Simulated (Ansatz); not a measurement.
# BH5P2: ladder of methods at one geometry in Python

How do the methods compare on BH5P2, in result and in cost? Aim: a ladder of methods at one geometry, for BH5P2, run from a script. SMILES: PBP.

Program: Ansatz 0.2.0 through its Python package. The levels of theory stand in the script. These are calculated values, not measurements.

## 1. The structure

Bond lengths: P1–B2 1.930 Å, B2–P3 1.930 Å, P1–H4 1.453 Å, P1–H5 1.453 Å, B2–H6 1.181 Å, P3–H7 1.453 Å, P3–H8 1.453 Å. Angles: P1–B2–P3 120.4°, P1–B2–H6 119.9°, P3–B2–H6 119.7°, B2–P1–H4 93.6°, B2–P1–H5 93.9°, H4–P1–H5 94.9°, B2–P3–H7 94.6°, B2–P3–H8 93.6°, H7–P3–H8 94.7°.

bh5p2.xyz, read by the script:

```xyz
8

P     1.55790    0.32160   -0.47070
B     0.03080   -0.73580    0.05260
P    -1.71680   -0.34960   -0.67010
H     1.12700    1.48590    0.28370
H     2.40710   -0.20350    0.58450
H     0.16710   -1.63290    0.80870
H    -1.34600    0.95880   -1.18120
H    -2.22710    0.15560    0.59260
```

## 2. Script

bh5p2_methods.py reads:

```python
# -*- coding: utf-8 -*-
"""BH5P2 at several levels of theory."""

from pathlib import Path

import ansatz as az
import numpy as np

bh5p2 = az.Crystal.molecule_from_extxyz("bh5p2.xyz")

calc = (
    bh5p2.calculation()
    .basis(gaussian="cc-pVDZ")  # the orbital basis, by name
    .accuracy("high")
)

print("functional    E (Ha)        dipole (D)   HOMO (eV)  LUMO (eV)")
for name in ["cam_b3lyp", "r2scan0", "lc_wpbe", "hf", "hse06", "b3lyp"]:
    data = calc.functional(name).forces().orbitals().run(runs_dir="runs").report
    lines = Path(data["orbitals_path"]).read_text().splitlines()
    field_of = lambda key: [line.split("=")[1].strip() for line in lines if line.startswith(key)]
    orbitals = [(27.211386 * float(e), s, float(n)) for e, s, n in zip(field_of("Ene="), field_of("Spin="), field_of("Occup="))]
    homo = max(e for e, _, n in orbitals if n > 0.5)
    lumo = min(e for e, _, n in orbitals if n < 0.5)
    dipole = 4.803205 * np.linalg.norm(data["charge_distribution"]["dipole_moment_e_ang"])
    print(f"{name:10s} {data['free_energy_ev'] / 27.211386246:14.6f} {dipole:9.3f} {homo:11.3f} {lumo:10.3f}")
```

## 3. What the engine is handed

The engine receives this input (first run):

```yaml
crystal:
  periodic: [false, false, false]
  atoms:
    - { symbol: P, position_ang: [1.5579, 0.3216, -0.4707] }
    - { symbol: B, position_ang: [0.0308, -0.7358, 0.0526] }
    - { symbol: P, position_ang: [-1.7168, -0.3496, -0.6701] }
    - { symbol: H, position_ang: [1.127, 1.4859, 0.2837] }
    - { symbol: H, position_ang: [2.4071, -0.2035, 0.5845] }
    - { symbol: H, position_ang: [0.1671, -1.6329, 0.8087] }
    - { symbol: H, position_ang: [-1.346, 0.9588, -1.1812] }
    - { symbol: H, position_ang: [-2.2271, 0.1556, 0.5926] }
accuracy: high
basis:
  gaussian:
    orbitals: cc-pVDZ
hamiltonian:
  xc: cam_b3lyp
output:
  orbitals: {}
  forces: true
```

## 4. The run

Started as:

```
$ python bh5p2_methods.py
```

Output:

```text
functional    E (Ha)        dipole (D)   HOMO (eV)  LUMO (eV)
cam_b3lyp     -710.515629     1.091      -8.473     -0.719
r2scan0       -710.450768     1.237      -7.423     -1.782
lc_wpbe       -710.297615     1.313      -9.870      0.299
hf            -709.047749     1.175      -9.776      1.649
hse06         -710.218087     1.189      -6.861     -2.294
b3lyp         -710.575417     1.016      -6.999     -2.029
```

It took 55 s on 1 thread of Arm Neoverse V1, shared host; peak memory 0.36 GiB.

## 5. Inputs of later runs

The engine's inputs for some of the other runs:

Run 2, against run 1:

```diff
@@ -17 +17 @@
-  xc: cam_b3lyp
+  xc: r2scan0
```

Run 3, against run 1:

```diff
@@ -17 +17 @@
-  xc: cam_b3lyp
+  xc: lc_wpbe
```

Run 6, against run 1:

```diff
@@ -17 +17 @@
-  xc: cam_b3lyp
+  xc: b3lyp
```

## 6. The engine's runs

One row for each of the 6 runs:

| run | functional | energy (eV) | SCF cycles | CPU time (s) |
| --- | --- | --- | --- | --- |
| 1 | cam_b3lyp | -19334.1152 | 24 | 9.6 |
| 2 | r2scan0 | -19332.3503 | 22 | 15 |
| 3 | lc_wpbe | -19328.1827 | 24 | 8.8 |
| 4 | hf | -19294.1722 | 13 | 3.6 |
| 5 | hse06 | -19326.0187 | 22 | 9 |
| 6 | b3lyp | -19335.7421 | 22 | 8.5 |

Totals under unlike functionals or potentials can't be compared directly.

The fields below are those of run 1.

## 7. The molecule's orbitals and density

Orbitals, density, ELF and potential are computed afterwards from the orbital file.

Frontier orbitals at CAM-B3LYP/cc-pVDZ, with the share of their density that lies nearest to each atom:

| orbital | energy (eV) | lies on |
| --- | --- | --- |
| HOMO-1 | -9.21 | P1 34 %; P3 24 %; B2 15 % |
| HOMO | -8.47 | P1, P3 about 34 % each; B2 13 % |
| LUMO | -0.72 | B2 55 %; H6 13 %; H4, H8 about 7 % each |

ELF in a plane through or near 5 of the atoms.

Values, 10 rows by 14 columns:
```
0.00 0.00 0.00 0.00 0.00 0.00 0.00 0.00 0.00 0.00 0.00 0.00 0.00 0.00
0.00 0.00 0.00 0.00 0.00 0.01 0.11 0.07 0.00 0.00 0.00 0.00 0.00 0.00
0.00 0.00 0.00 0.00 0.00 0.78 1.00 0.98 0.08 0.01 0.02 0.01 0.00 0.00
0.00 0.00 0.07 0.34 0.04 0.49 1.00 0.95 0.25 0.23 0.45 0.37 0.05 0.00
0.00 0.02 0.81 0.99 0.89 0.48 0.26 0.37 0.90 0.20 0.74 0.77 0.30 0.00
0.00 0.02 0.42 0.89 0.69 0.30 0.83 0.49 0.58 0.26 0.42 0.55 0.18 0.00
0.00 0.00 0.06 0.35 0.61 0.40 0.41 0.03 0.95 1.00 0.71 0.11 0.02 0.00
0.00 0.00 0.01 0.18 0.46 0.54 0.19 0.01 0.89 0.99 0.76 0.04 0.00 0.00
0.00 0.00 0.00 0.00 0.02 0.03 0.01 0.00 0.02 0.06 0.01 0.00 0.00 0.00
0.00 0.00 0.00 0.00 0.00 0.00 0.00 0.00 0.00 0.00 0.00 0.00 0.00 0.00
```
The map spans 10.1 Å across and 8.8 Å up, centred on the molecule. Atoms in the plane (x, y in Å): P1 (-1.5, -0.6), B2 (0.0, 0.7), P3 (1.8, 0.1), H6 (-0.3, 1.8), H7 (1.5, -1.3).

log10 of the density (e/Å³) in the same plane.

Ten even steps from ' ' (-4.0) to '@' (1.3):
```
                                                        
                        ....                            
                    ..::::::::::....                    
                  ::::----------::::....                
              ..::--==++++++++==------::::::....        
        ....::::::--++++**##**++======--------::..      
      ..::--------==++**######**++++++++++====--::..    
    ..::--====++++++++**########**********++==----....  
    ..--==++************##@@@@############**++==--::..  
  ..::--==++**######################@@%%##**++==--::..  
  ..::--==++**####@@@@####******####%%####**++==--::..  
    ..----++++**##@@@@##****++++**######**++==----::..  
    ..::--==++****######**++++++**####****====--::..    
      ::::--==++********++++====********++==--::..      
      ..::----==++++++++====--==++++++====--::..        
        ..::::--========----::----====----::..          
            ..::::::::::::........::::....              
                ........                                
                                                        
                                                        
```
The map spans 10.1 Å across and 8.8 Å up, centred on the molecule. Atoms in the plane (x, y in Å): P1 (-1.5, -0.6), B2 (0.0, 0.7), P3 (1.8, 0.1), H6 (-0.3, 1.8), H7 (1.5, -1.3).

On the surface of density 0.002 e/bohr³ the electrostatic potential runs, from the 1st to the 99th percentile, from -0.71 V near P3 to 1.15 V near B2.

## 8. Summary of results

```
                                           quantity    value
                                      runs compared        6
HOMO-LUMO gap of the mean field (CAM-B3LYP/cc-pVDZ)  7.75 eV
```

In words: The dearest, run 2 (r2scan0), took some 4.1 times as long as run 4 (hf). What to keep in mind:
- The geometry is a force-field or estimated start, not a minimum of this method, and the basis set is short of its limit. A lower total doesn't mark the better method: functionals have no common bound, and MP2 and coupled cluster aren't variational.
- b3lyp holds the VWN-RPA fit, as in Gaussian; the form of ORCA and Turbomole is b3lyp5.
- Levels such as HOMO and LUMO are orbital energies: with these approximate functionals they aren't the ionisation energy and electron affinity, and their gap isn't the fundamental gap.
- For Al to Cl the sets with a tight d function, cc-pV(X+d)Z, are usual.
- hse06 follows the composition of plane-wave codes, whose totals differ by tens of mHa, up to about 0.1 Ha, from the form usual in Gaussian-basis programs (wpbeh).
